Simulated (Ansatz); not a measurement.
Input for Ansatz (development build ahead of 0.2.0):

```yaml
crystal:
  periodic: [false, false, false]
  atoms:
    - { symbol: C, position_ang: [1.39497, -6.0e-05, -8.0e-05] }
    - { symbol: C, position_ang: [0.69752, 1.20812, -0.0001] }
    - { symbol: C, position_ang: [-0.6974, 1.20812, -2.0e-05] }
    - { symbol: C, position_ang: [-1.39497, -9.0e-05, -4.0e-05] }
    - { symbol: C, position_ang: [-0.69758, -1.20815, 4.0e-05] }
    - { symbol: C, position_ang: [0.69753, -1.2082, 2.0e-05] }
    - { symbol: H, position_ang: [2.48495, 6.0e-05, 6.0e-05] }
    - { symbol: H, position_ang: [1.24254, 2.152, 6.0e-05] }
    - { symbol: H, position_ang: [-1.24255, 2.15204, -8.0e-05] }
    - { symbol: H, position_ang: [-2.48493, -4.0e-05, -5.0e-05] }
    - { symbol: H, position_ang: [-1.2425, -2.15198, -4.0e-05] }
    - { symbol: H, position_ang: [1.24241, -2.15204, -3.0e-05] }
basis:
  gaussian: { orbitals: def2-SVP }
hamiltonian:
  xc: hf
```

The input is written out in the form of the current development build from the run's settings.

The run gave:

```yaml
Converged: yes
Total_energy: -230.53557 hartree
Spin_squared_of_the_determinant: 0.000
```
